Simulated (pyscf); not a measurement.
B–F (SMILES [B]F) [singlet] + NH₃ (SMILES N) -> H₂N–BH–F (SMILES NBF) (insertion; singlet surface; H–N broken, B–N, B–H formed). Optimised with ωB97X-D3(BJ)/def2-SVP in PySCF. MP2 and CC: frozen core, UHF for open shells. ΔMP2 is the change of the MP2 total energy from the triple- to the quadruple-zeta basis. Rate constants from transition-state theory at the high-pressure limit, CCSD(T)/def2-TZVPP + ΔMP2(QZVPP) energies (ideal gas, 1 atm, RRHO with modes under 100 cm⁻¹ raised to 100, one conformer, R ln 2 for rigid chiral ones; no tunnelling), k in cm³ molecule⁻¹ s⁻¹.

| T (K) | 1000/T | log10 k |
|---|---|---|
| 298 | 3.354 | -31.59 |
| 600 | 1.667 | -21.84 |
| 900 | 1.111 | -18.46 |
| 1200 | 0.833 | ? |

Fit an Arrhenius line to the three values, give the activation energy, and predict k at 1200 K.

Least squares gives log10 k = -12.03 − 5.84 × 1000/T, so Ea = 5.84 × ln 10 × 1.987 = 26.7 kcal/mol, against an electronic barrier of 26.6. At 1200 K the line gives -16.90; the computed value is -16.66 (ΔG‡ = 61.9 kcal/mol), a factor 1.7 over the line, since the plot is curved. The reactants may also form a dative adduct at B–F [singlet]; it and routes through it were not searched. This is the saddle that the search found; another between the same sides may lie lower. The CCSD(T) − MP2 part came from Ansatz, without density fitting, on the same reference.
